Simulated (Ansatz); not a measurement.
Reaction: C2H7N (SMILES CCN) → C2H6N (SMILES C([CH2])N, doublet) + H (doublet) (the C-H bond breaks)
Each species at its own B3LYP-D3(BJ)/def2-TZVP minimum (Ansatz, a program for electronic structure), one conformer.

Wanted: bond dissociation energy (electronic), in kJ/mol. UHF or UKS for unpaired electrons; spin-orbit terms are left out. CBS(X,Y): correlation extrapolated as X^-3, Hartree-Fock from the larger set. A bracket is a step between two methods taken in the basis named. The functionals are non-relativistic, so their misses hold any scalar relativity. Double hybrids freeze cores in their MP2 part. '+ core + X2C': CCSD(T) terms for core correlation (cc-pwCVTZ) and scalar relativity (cc-pVTZ-DK). For partners of very few electrons the exact lower level stands in for a higher one.

CCSD(T)/CBS(cc-pVTZ,cc-pVQZ) + [CCSDT(Q) - CCSD(T)]/cc-pVDZ + core + X2C (Ansatz) gives 458.3 kJ/mol.

### Question
What does PBE/def2-TZVPD (Ansatz) give here, and how do the other levels compare?

### Answer
PBE gives 436.7 kJ/mol, 21.6 kJ/mol below it. Differences of the others: r2SCAN/def2-TZVPD (Ansatz) -26.1; PBE0/def2-TZVPD (Ansatz) -18.7; wB97M-V/def2-TZVPD (Ansatz) -2.6; B2PLYP/def2-TZVPD (Ansatz) -12.4; CCSD(T)/CBS(cc-pVTZ,cc-pVQZ) + core + X2C (Ansatz) 0.4 kJ/mol. Nearer than PBE: PBE0/def2-TZVPD, wB97M-V/def2-TZVPD, B2PLYP/def2-TZVPD, CCSD(T)/CBS(cc-pVTZ,cc-pVQZ) + core + X2C.
